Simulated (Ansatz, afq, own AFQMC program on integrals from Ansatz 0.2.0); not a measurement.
# Atomization energy of AlBHCl, singlet

```xyz
4

Al    0.0000   -0.1681    1.6992
B     0.0000    1.1073   -0.1084
Cl    0.0000   -0.2715   -1.2415
H     0.0000    2.1713   -0.6548
```

Connectivity, by distances: Al–BH–Cl.

Atoms in their ground-state spins without spin–orbit coupling (mostly on UHF) minus the molecule (RHF), without zero-point energy. The geometry is a stationary point, not shown to be a minimum.

Basis cc-pVDZ. Only valence electrons are correlated. Integrals, coupled cluster, full CI and functionals: Ansatz 0.2.0; the random walks run on the same integrals in our own AFQMC program. The CISD trial takes its coefficients from CCSD amplitudes. Released means that phaseless walkers are propagated on without the constraint, phases kept. Free projection: walkers drawn from exp(T), propagated without any constraint. Its projection time is finite, and what remains of the start isn't in its error. Error bars are statistical, one sigma. The errors of all members are added in quadrature.

No full CI on the walks' own integrals is used here; CCSDT(Q) serves as the reference and is uncertain by about the last step of the cluster series. Each member takes its own surest rung, up to full CI.

The best estimate is CCSD(T) at the basis-set limit (CBS: def2-TZVPP and def2-QZVPP, with their diffuse functions for anions and beside diffuse sets, CCSD(T) itself extrapolated) plus the step from CCSD(T) to CCSDT(Q) in cc-pVDZ. Rows without CBS are in cc-pVDZ; B2PLYP and the wave-function rows carry a basis error of their own. Core correlation and relativity beyond core potentials are missing, and ± holds the sampling alone.

Cautions: AlBHCl (singlet): higher spins were not checked, restricted determinant unstable towards unrestricted (UHF 77 meV lower, ⟨S²⟩ 0.45).

| level | atomization energy (eV) |
| --- | --- |
| MP2 | 10.098 |
| CCSD | 9.675 |
| HF | 7.892 |

(1) From these cheaper values, estimate the atomization energy at the level of the best estimate.

(1) 10.825 eV (best estimate, highest rung CCSDT(Q)).

```json
{"level": "CCSD(T)", "atomization energy (eV)": "9.836", "error against the best estimate (eV)": "-0.989"}
{"level": "ph-AFQMC/CISD", "atomization energy (eV)": "9.849 ± 0.017", "error against the best estimate (eV)": "-0.976 ± 0.017"}
{"level": "released AFQMC", "atomization energy (eV)": "9.883 ± 0.023", "error against the best estimate (eV)": "-0.941 ± 0.023"}
{"level": "free AFQMC", "atomization energy (eV)": "9.835 ± 0.025", "error against the best estimate (eV)": "-0.990 ± 0.025"}
{"level": "HF/CBS", "atomization energy (eV)": "8.072", "error against the best estimate (eV)": "-2.753"}
{"level": "MP2/CBS", "atomization energy (eV)": "11.104", "error against the best estimate (eV)": "0.279"}
{"level": "CCSD(T)/CBS", "atomization energy (eV)": "10.807", "error against the best estimate (eV)": "-0.018"}
{"level": "surest rungs in cc-pVDZ", "atomization energy (eV)": "9.854", "error against the best estimate (eV)": "-0.971"}
```

Correlation beyond CCSD(T) adds 0.018 eV. Going to the basis-set limit adds 0.971 eV at CCSD(T). The perturbative (T) step is worth +0.160 eV.

Best estimates are given only where the step beyond CCSD(T) is under 0.3 eV and no member's determinant is very poor (T1 over 0.05, or 0.07 for open shells, ⟨S²⟩ too high by 0.3, two states mixed), so the hardest cases are missing from such tables.

Free projections are given only where their last times agree within the noise and don't stop above the reference; a slow remainder of the start can still hide under it. Each member of a difference takes its own highest rung, so a best estimate needn't equal the limit plus the step of one row. A walk keeps the symmetry of its determinant, which the program's search chose and which needn't be the lowest solution, so a lower state of the same spin and another symmetry isn't excluded. Released energies are given only where the last usable release times agree within the noise; a slower fall can still hide under it.
